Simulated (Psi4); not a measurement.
**One shape, several levels: [PO3]− (metaphosphate (po31-) (8ci,9ci))**

Aim: a comparison of 4 runs (B3LYP/6-31G*, PBE0/def2-SVP, LCCSD/6-311G, REMP2/cc-pVDZ) of [PO3]− (metaphosphate (po31-) (8ci,9ci)). 

The results are computed with Psi4 1.11.

2 further runs of the same task are left out: 2 set aside as unsound or not needed.

### 1 The system as given

[PO3]−: 4 atoms, total charge -1, spin state singlet. SMILES: `O=P(=O)[O-]`. The coordinates come from a GFN2-xTB relaxation.

Bond lengths: O1–P2 1.482 Å, P2–O3 1.482 Å, P2–O4 1.482 Å. Angles: O1–P2–O3 120.0°, O1–P2–O4 120.0°, O3–P2–O4 120.0°.

### 2 Energy and gradient at B3LYP/6-31G(d) (spherical functions) (run 1)

run_ase.py reads:

```python
import numpy as np
from ase.calculators.psi4 import Psi4
from ase import Atoms

mol = Atoms(['O', 'P', 'O', 'O'], positions=[
    [0.579960, -0.419440, -1.297400],
    [0.000330, 0.000460, -0.000130],
    [-1.057020, 1.037780, 0.038020],
    [0.476740, -0.618790, 1.259510],
])
calc = Psi4(atoms=mol, method='b3lyp', basis='6-31G*', memory='1600MB', num_threads=1, charge=-1, multiplicity=1, label='o3p', reference='rks')
calc.psi4.set_options({'puream': True, 'e_convergence': 1e-09, 'd_convergence': 1e-08, 'scf_type': 'pk', 'dft_radial_points': 99, 'dft_spherical_points': 590})
mol.calc = calc

forces = mol.get_forces()
print(f'energy: {mol.get_potential_energy():.6f} eV')
print('forces / eV A^-1')
print(np.round(forces, 5))
```

Run with:

```sh
$ python run_ase.py
```

o3p.dat:

```text
[...]
  Running in c1 symmetry.
[...]
  Nuclear repulsion =  168.141609722148331
[...]
  Multiplicity = 1
[...]
  Nalpha       = 20
  Nbeta        = 20
[...]
    Number of basis functions: 60
[...]
   @RKS iter   1:  -566.69317058688148   -3.14169e-03   1.78951e-02 DIIS/ADIIS
[...]
   @RKS iter  11:  -567.12194343742533   -1.36424e-12   1.10070e-09 DIIS
[...]
    Orbital Energies [Eh]
    ---------------------
    Doubly Occupied:
       1A    -76.952455     2A    -18.899484     3A    -18.899468
       4A    -18.899415     5A     -6.419954     6A     -4.585697
       7A     -4.579992     8A     -4.579987     9A     -0.811540
      10A     -0.730986    11A     -0.730803    12A     -0.276870
      13A     -0.197756    14A     -0.190530    15A     -0.190528
      16A     -0.108162    17A     -0.108110    18A     -0.086973
      19A     -0.086845    20A     -0.041556
[...]
  @RKS Final Energy:  -567.12194343742533
   => Energetics <=
    Nuclear Repulsion Energy =            168.1416097221483312
    One-Electron Energy =               -1127.2176545553461438
    Two-Electron Energy =                 431.8984097695598052
    DFT Exchange-Correlation Energy =     -39.9443083737872939
    Empirical Dispersion Energy =           0.0000000000000000
    VV10 Nonlocal Energy =                  0.0000000000000000
    Total Energy =                       -567.1219434374253296
[...]
 Multipole Moments:
 ------------------------------------------------------------------------------------
     Multipole            Electronic (a.u.)      Nuclear  (a.u.)        Total (a.u.)
 ------------------------------------------------------------------------------------
 L = 1.  Multiply by 2.5417464519 to convert [e a0] to [Debye]
 Dipole X            :          0.0008840           -0.0002466            0.0006374
 Dipole Y            :          0.0017702           -0.0003445            0.0014257
 Dipole Z            :         -0.0011251            0.0000979           -0.0010272
 Magnitude           :                                                    0.0018692
[...]
  -Total Gradient:
     Atom            X                  Y                   Z
    ------   -----------------  -----------------  -----------------
       1       -0.011230552815     0.008043571752     0.025019626250
       2       -0.000046620054     0.000379577993    -0.000651119062
       3        0.020257576181    -0.019980520376    -0.000722040371
       4       -0.008990733714     0.011567449675    -0.023655499024
[...]
```

The script printed:

```text
energy: -15432.174126 eV
forces / eV A^-1
[[ 0.5775  -0.41362 -1.28656]
 [ 0.0024  -0.01952  0.03348]
 [-1.04169  1.02744  0.03713]
 [ 0.46232 -0.59482  1.21641]]
```

Run time: 8.1 s. Hardware: 1 thread of Intel Xeon Platinum 8488C (Sapphire Rapids), shared host; peak memory 0.59 GiB.

### 3 Energy and forces at PBE0/def2-SVP (run 2)

calc.inp reads:

```
memory 1600 MB

molecule mol {
  -1 1
  O
  P 1 R2
  O 2 R3 1 A3
  O 2 R4 1 A4 3 D4

  R2 = 1.48162
  R3 = 1.481714
  A3 = 120.00798
  R4 = 1.482272
  A4 = 119.99539
  D4 = 179.90304
  symmetry c1
  no_reorient
  no_com
}

set globals {
  basis                def2-SVP
  puream               true
  e_convergence        1e-09
  d_convergence        1e-08
  scf_type             pk
  dft_radial_points    99
  dft_spherical_points 590
}

e, wfn = gradient("pbe0", return_wfn=True)
oeprop(wfn, "MULLIKEN_CHARGES", "QUADRUPOLE", "WIBERG_LOWDIN_INDICES", title="PBE0")
```

Run with:

```sh
$ psi4 -i calc.inp -o calc.out -n 1
```

calc.out (excerpt; [...] marks lines left out):

```text
[...]
  Running in c1 symmetry.
[...]
  Nuclear repulsion =  168.141598531212537
[...]
  Multiplicity = 1
[...]
  Nalpha       = 20
  Nbeta        = 20
[...]
    Number of basis functions: 60
[...]
   @RKS iter   1:  -566.10959988541470   -4.97631e-02   1.66236e-02 ADIIS/DIIS
[...]
   @RKS iter  11:  -566.48029578140211   -2.27374e-13   1.25670e-09 DIIS
[...]
  @RKS Final Energy:  -566.48029578140211
   => Energetics <=
    Nuclear Repulsion Energy =            168.1415985312125372
    One-Electron Energy =               -1126.9472703436133543
    Two-Electron Energy =                 429.4960354778394276
    DFT Exchange-Correlation Energy =     -37.1706594468408724
    Empirical Dispersion Energy =           0.0000000000000000
    VV10 Nonlocal Energy =                  0.0000000000000000
    Total Energy =                       -566.4802957814022193
[...]
  -Total Gradient:
     Atom            X                  Y                   Z
    ------   -----------------  -----------------  -----------------
       1        0.000080025239     0.000002658967     0.024765446276
       2       -0.000203734739    -0.000592645351    -0.000451352192
       3        0.000080017299     0.021350818213    -0.012312452527
       4        0.000044496887    -0.020776081969    -0.012001108453
[...]
 Multipole Moments:
 ------------------------------------------------------------------------------------
     Multipole            Electronic (a.u.)      Nuclear  (a.u.)        Total (a.u.)
 ------------------------------------------------------------------------------------
 L = 1.  Multiply by 2.5417464519 to convert [e a0] to [Debye]
 Dipole X            :         -0.0019321            0.0004090           -0.0015231
 Dipole Y            :         -0.0012236            0.0001213           -0.0011023
 Dipole Z            :         -0.0008818            0.0000844           -0.0007974
 Magnitude           :                                                    0.0020422
 L = 2.  Multiply by 1.3450342976 to convert [e a0^2] to [Debye ang]
 Quadrupole XX       :        -19.7415371            0.0001072          -19.7414299
 Quadrupole XY       :         -0.0872549            0.0796654           -0.0075895
[...]
  Mulliken Charges: (a.u.)
   Center  Symbol    Alpha    Beta     Spin     Total
[...]
```

Wall time 7.8 s (1 thread of Intel Xeon Platinum 8488C (Sapphire Rapids), shared host); peak memory 0.56 GiB.

Run 3 isn't shown in full; the table further down has it.

### 4 A single-point energy at REMP2/cc-pVDZ (sfX2C, density fitting for correlation) (run 4)

calc.py reads:

```python
import psi4

psi4.set_memory('1600 MB')
psi4.set_num_threads(1)
psi4.set_output_file('run.log', False)

m = psi4.geometry("""
-1 1
O
P 1 1.48162
O 2 1.481714 1 120.00798
O 2 1.482272 1 119.99539 3 179.90304
no_reorient
no_com
""")

psi4.set_options({
    'basis': 'cc-pVDZ',
    'scf_type': 'pk',
    'freeze_core': True,
    'cc_type': 'df',
    'relativistic': 'x2c',
})

energy_value = psi4.energy("remp2", molecule=m)
print('E =', round(energy_value, 9))
```

Run with:

```sh
$ python calc.py
```

run.log:

```text
[...]
  Running in c1 symmetry.
[...]
  Nuclear repulsion =  168.141598531212537
[...]
  Multiplicity = 1
[...]
  Nalpha       = 20
  Nbeta        = 20
[...]
    Number of basis functions: 60
[...]
    WARNING: The X2C and Dirac Hamiltonians have substatially different eigenvalues!
             This is probably caused by the recontraction of the basis set.
[...]
   @RHF iter   1:  -566.07733294862624   -7.39695e-01   1.23613e-02 DIIS/ADIIS
[...]
   @RHF iter  11:  -566.28467372651903   -5.68434e-13   1.99839e-09 DIIS
[...]
    Orbital Energies [Eh]
    ---------------------
    Doubly Occupied:
       1A    -80.106169     2A    -20.333511     3A    -20.333492
       4A    -20.333424     5A     -7.429033     6A     -5.295548
       7A     -5.294088     8A     -5.294076     9A     -1.162225
      10A     -1.073111    11A     -1.072891    12A     -0.494420
      13A     -0.388433    14A     -0.388428    15A     -0.372340
      16A     -0.283643    17A     -0.283640    18A     -0.249401
      19A     -0.249264    20A     -0.215846
[...]
  @RHF Final Energy:  -566.28467372651903
   => Energetics <=
    Nuclear Repulsion Energy =            168.1415985312125372
    One-Electron Energy =               -1127.5465821693592261
    Two-Electron Energy =                 393.1203099116276007
    Total Energy =                       -566.2846737265190313
[...]
 Multipole Moments:
 ------------------------------------------------------------------------------------
     Multipole            Electronic (a.u.)      Nuclear  (a.u.)        Total (a.u.)
 ------------------------------------------------------------------------------------
 L = 1.  Multiply by 2.5417464519 to convert [e a0] to [Debye]
 Dipole X            :         -0.0024162            0.0004090           -0.0020072
 Dipole Y            :         -0.0013866            0.0001213           -0.0012654
 Dipole Z            :         -0.0009962            0.0000844           -0.0009118
 Magnitude           :                                                    0.0025419
[...]
	DF-MP2 Total Energy (a.u.)         :  -566.94814957240567
[...]
```

On the terminal:

```text
E = -566.94946445
```

Run time: 4.2 s. Hardware: 1 thread of Intel Xeon Platinum 8488C (Sapphire Rapids), shared host; peak memory 0.29 GiB.

### 5 The series

```csv
run,level,task,integrals,energy (Eh),HOMO energy (eV),LUMO energy (eV),HOMO–LUMO gap (eV),wall time
1,B3LYP/6-31G* (spherical functions),gradient,pk,-567.121943,-1.13,5.64,6.77,8.1 s
2,PBE0/def2-SVP,gradient,pk,-566.480296,-1.43,6.16,7.59,7.8 s
3,LCCSD/6-311G (Cholesky decomposition),energy,cd,-565.892345,-6.95,8.35,15.30,6.3 s
4,"REMP2/cc-pVDZ (sfX2C, density fitting for correlation)",energy,pk,-566.949464,-5.87,10.41,16.28,4.2 s
```

### 6 Outcome

| quantity | value |
| --- | --- |
| run 4: total energy | -566.94946 Eh |
| run 4: HOMO energy (Hartree–Fock orbitals) | -5.87 eV |
| run 4: LUMO energy (Hartree–Fock orbitals) | 10.41 eV |
| run 4: HOMO–LUMO gap (to an unbound level, set by the basis) | 16.28 eV |
| run 4: correlation energy (8 core orbitals frozen) | -664.8 mEh |

What this shows: Totals of different functionals can't be ranked against each other. Some runs of one species differ in core potentials or relativity; totals across that change don't compare. All runs together took 26 s, the longest 8.1 s.
